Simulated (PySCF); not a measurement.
**Threshold energies of SiC in a plasma**

PBE in PySCF with def2-TZVPPD on every atom, for the lowest determinant that a PBE0 search found; no spin–orbit coupling.

| species | state (unpaired electrons) | Re (Å) | ωe (cm⁻¹) | energy of the minimum from the neutral (eV) | De (eV) | dissociates to |
| --- | --- | --- | --- | --- | --- | --- |
| SiC | triplet (σ ↑, π ↑) | 1.728 | 958 | 0.00 | 4.82 | Si + C |
| SiC⁺ | quartet (σ ↑, π ↑↑) | 1.841 | 784 | 8.92 | 4.09 | Si⁺ + C |

Problem. Work out the lowest energy to break SiC into atoms, from its vibrational ground state.

Solution. D0 = De − ωe/2 = 4.82 − 0.06 = 4.76 eV (PBE/def2-TZVPPD).

Problem. Work out the ionisation energy of the Si atom at this level and the threshold of dissociative ionisation.

Solution. IE(Si) = 8.92 + 4.09 − 4.82 = 8.19 eV, so Si⁺ + C + e⁻ appears at D0 + IE(Si) = 12.95 eV (PBE/def2-TZVPPD). The measured IE(Si) is 8.152 eV (NIST ASD).

These are thermodynamic thresholds; the onsets seen under electron impact lie higher where the geometry changes, and cross-sections peak well above them.

For an ion De counts to the pair picked by the measured ionisation energies or electron affinities, which need not be the lowest pair at this level. States were picked by a PBE0 search and need not be the measured ground states.
